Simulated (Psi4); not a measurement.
**SiH4O2 (SMILES O[SiH2]O): wB97X/def2-SVPD**

Aim: the energy change on altering one bond length of SiH4O2 at wB97X/def2-SVPD, from 2 runs. 

The calculation is run with Psi4 1.11.

1 further run of the same task is left out (set aside as unsound or not needed).

## 1. The structure to begin with

SiH4O2: 7 atoms, total charge 0, spin state singlet. SMILES: `O[SiH2]O`. The shape is that of a PBE0-D4/def2-TZVP optimisation. This is one conformer, not always the lowest.

Bond lengths: O1–Si2 1.642 Å, Si2–O3 1.642 Å, O1–H4 0.958 Å, Si2–H5 1.481 Å, Si2–H6 1.481 Å, O3–H7 0.958 Å. Angles: O1–Si2–O3 113.5°, O1–Si2–H5 111.5°, O1–Si2–H6 103.9°, O3–Si2–H5 103.9°, O3–Si2–H6 111.5°, Si2–O1–H4 117.7°, Si2–O3–H7 117.7°, H5–Si2–H6 112.9°.

## 2. Energy and gradient at wB97X/def2-SVPD

job.in reads:

```
memory 2200 MB

molecule molecule1 {
  0 1
  O     -2.61755414    -0.46082861    -0.66968114
  Si     0.09715082     0.79786127     0.14974190
  O      2.40756777    -1.26341420     0.34612224
  H     -2.75268846    -1.16327761    -2.33341492
  H      0.99526206     2.63246408    -1.76379478
  H     -0.43331420     1.98205814     2.62970508
  H      2.30359504    -2.52484418     1.64134052
  units bohr
  symmetry c1
  no_reorient
  no_com
}

set globals {
  reference rks
  puream true
  e_convergence 1e-09
  d_convergence 1e-08
  scf_type pk
  dft_radial_points 99
  dft_spherical_points 590
}

E, wfn = gradient("wb97x/def2-SVPD", return_wfn=True)
oeprop(wfn, "DIPOLE", "MULLIKEN_CHARGES", "QUADRUPOLE")
```

On the command line:

```bash
$ psi4 -i job.in -o job.out -n 1
```

job.out (excerpt; [...] marks lines left out):

```text
[...]
  Running in c1 symmetry.
[...]
  Nuclear repulsion =  120.473952047881767
[...]
  Multiplicity = 1
[...]
  Nalpha       = 17
  Nbeta        = 17
[...]
    Number of basis functions: 102
[...]
   @RKS iter   1:  -441.95614811601160   -4.26697e-01   7.76384e-03 DIIS/ADIIS
[...]
   @RKS iter  10:  -442.19263694342914   -1.05729e-11   9.09181e-09 DIIS
[...]
    Orbital Energies [Eh]
    ---------------------
    Doubly Occupied:
       1A    -66.166992     2A    -19.217793     3A    -19.217789
       4A     -5.424270     5A     -3.785901     6A     -3.784333
       7A     -3.782570     8A     -1.138791     9A     -1.117753
      10A     -0.705055    11A     -0.647491    12A     -0.543950
      13A     -0.517155    14A     -0.513189    15A     -0.448721
      16A     -0.440519    17A     -0.419661
[...]
  @RKS Final Energy:  -442.19263694342914
   => Energetics <=
    Nuclear Repulsion Energy =            120.4739520478817667
    One-Electron Energy =                -850.0644012189595742
    Two-Electron Energy =                 316.3981352269306626
    DFT Exchange-Correlation Energy =     -29.0003229992819946
    Empirical Dispersion Energy =           0.0000000000000000
    VV10 Nonlocal Energy =                  0.0000000000000000
    Total Energy =                       -442.1926369434291360
[...]
  -Total Gradient:
     Atom            X                  Y                   Z
    ------   -----------------  -----------------  -----------------
       1        0.013840510086     0.007318911141     0.005779835310
       2       -0.002542103392    -0.020840977518    -0.003905834637
       3       -0.011497401150     0.011884486177    -0.002165841517
       4        0.002141885133     0.001033852012     0.000743798759
       5       -0.000110319873    -0.000806583378     0.001254345566
       6       -0.000024586099    -0.000305947156    -0.001465452680
       7       -0.001808819080     0.001709320277    -0.000242155025
[...]
 Multipole Moments:
 ------------------------------------------------------------------------------------
     Multipole            Electronic (a.u.)      Nuclear  (a.u.)        Total (a.u.)
 ------------------------------------------------------------------------------------
 L = 1.  Multiply by 2.5417464519 to convert [e a0] to [Debye]
 Dipole X            :          0.1663003           -0.2069250           -0.0406247
 Dipole Y            :          1.3638847           -1.6974843           -0.3335996
 Dipole Z            :          0.2556875           -0.3182487           -0.0625612
 Magnitude           :                                                    0.3418376
 L = 2.  Multiply by 1.3450342976 to convert [e a0^2] to [Debye ang]
 Quadrupole XX       :       -137.7497420          115.3780655          -22.3716765
 Quadrupole XY       :         14.5069896          -14.4518515            0.0551381
[...]
  Mulliken Charges: (a.u.)
   Center  Symbol    Alpha    Beta     Spin     Total
       1     O     4.30025  4.30025  0.00000 -0.60050
       2    SI     6.59729  6.59729  0.00000  0.80543
       3     O     4.30024  4.30024  0.00000 -0.60048
       4     H     0.41940  0.41940  0.00000  0.16119
       5     H     0.48170  0.48170  0.00000  0.03659
       6     H     0.48170  0.48170  0.00000  0.03660
       7     H     0.41941  0.41941  0.00000  0.16117
   Total alpha = 17.00000, Total beta = 17.00000, Total charge = -0.00000
    Psi4 run time: 0:00:31.49
```

Wall time 33 s (1 thread of AMD EPYC 7B13 (Zen 3), shared host); peak memory 1.1 GiB.

## 3. The distorted shape at the same level

input.dat reads:

```
memory 2.2 GB

molecule {
  0 1
  O
  Si 1 R2
  O 2 R3 1 A3
  H 1 R4 2 A4 3 D4
  H 2 R5 3 A5 1 D5
  H 2 R6 5 A6 3 D6
  H 3 R7 2 A7 6 D7

  R2 = 3.6119
  R3 = 1.641767
  A3 = 113.50252
  R4 = 0.958338
  A4 = 117.72956
  D4 = -66.04754
  R5 = 1.481129
  A5 = 103.8751
  D5 = -121.24275
  R6 = 1.481123
  A6 = 112.90797
  D6 = 120.91961
  R7 = 0.958323
  A7 = 117.72959
  D7 = 50.83039
  units angstrom
  symmetry c1
  no_reorient
  no_com
}

set {
  basis def2-SVPD
  puream true
  e_convergence 1e-09
  d_convergence 1e-08
  scf_type pk
  dft_radial_points 99
  dft_spherical_points 590
}

energy_value, wavefunction = gradient('wb97x', return_wfn=True)
oeprop(wavefunction, 'LOWDIN_CHARGES', 'DIPOLE', 'MULLIKEN_CHARGES', title='WB97X')
```

On the command line:

```bash
$ psi4 -n 1 input.dat output.dat
```

output.dat (excerpt; [...] marks lines left out):

```text
[...]
  Running in c1 symmetry.
[...]
  Nuclear repulsion =   91.885853434286162
[...]
  Multiplicity = 1
[...]
  Nalpha       = 17
  Nbeta        = 17
[...]
    Number of basis functions: 102
[...]
   @RKS iter   1:  -441.51465123043278   -6.17717e-01   9.54095e-03 ADIIS/DIIS
[...]
   @RKS iter  16:  -441.96062533852296   -4.68390e-11   5.48176e-09 DIIS
[...]
  @RKS Final Energy:  -441.96062533852296
   => Energetics <=
    Nuclear Repulsion Energy =             91.8858534342861617
    One-Electron Energy =                -792.0741789388957841
    Two-Electron Energy =                 287.0470076603311327
    DFT Exchange-Correlation Energy =     -28.8193074942445300
    Empirical Dispersion Energy =           0.0000000000000000
    VV10 Nonlocal Energy =                  0.0000000000000000
    Total Energy =                       -441.9606253385229593
[...]
  -Total Gradient:
     Atom            X                  Y                   Z
    ------   -----------------  -----------------  -----------------
       1        0.011049132133    -0.004544836714    -0.030675364235
       2       -0.007742525082    -0.004484813068     0.001589547756
       3        0.000897819786    -0.000078464543     0.010136638832
       4       -0.008575427145     0.003794790058    -0.003405167859
       5       -0.002530872177    -0.001032946111     0.011142949471
       6        0.003895218527     0.000011398047     0.011966660833
       7        0.003011835122     0.006318603046    -0.000927488983
[...]
 Multipole Moments:
 ------------------------------------------------------------------------------------
     Multipole            Electronic (a.u.)      Nuclear  (a.u.)        Total (a.u.)
 ------------------------------------------------------------------------------------
 L = 1.  Multiply by 2.5417464519 to convert [e a0] to [Debye]
 Dipole X            :         -0.1669115            0.0000356           -0.1668759
 Dipole Y            :         -0.8287425            0.5138096           -0.3149329
 Dipole Z            :          2.3632266            0.4596691            2.8228957
 Magnitude           :                                                    2.8453067
[...]
```

Wall time 36 s (1 thread of AMD EPYC 7B13 (Zen 3), shared host); peak memory 1 GiB.

## 4. Results

At wB97X/def2-SVPD:

| quantity | value |
| --- | --- |
| first shape: total energy | -442.19264 Eh |
| first shape: dipole moment | 0.87 D |
| first shape: HOMO energy | -11.42 eV |
| first shape: LUMO energy | 1.94 eV |
| first shape: HOMO–LUMO gap | 13.36 eV |
| first shape: largest force on an atom | 1.098 eV/Å |
| distorted shape: total energy | -441.96063 Eh |
| distorted shape: dipole moment | 7.23 D |
| distorted shape: HOMO energy | -8.29 eV |
| distorted shape: LUMO energy | -2.61 eV |
| distorted shape: HOMO–LUMO gap | 5.68 eV |
| distorted shape: largest force on an atom | 1.693 eV/Å |
| energy change with the O1–Si2 bond stretched from 1.642 to 3.612 Å | 6.313 eV |

In words: With the O1–Si2 bond stretched from 1.642 to 3.612 Å the energy rises by 6.31 eV (146 kcal/mol). The first shape isn't relaxed at this level, so the change isn't measured from a minimum. A restricted reference can't describe the breaking bond well at this length. The largest force (first shape) is 1.10 eV/Å: the shape isn't a stationary point for this species at this level. Mulliken charges (distorted shape) run from -0.61 on O1 to +0.61 on Si2; in a basis this large or diffuse they mean little.
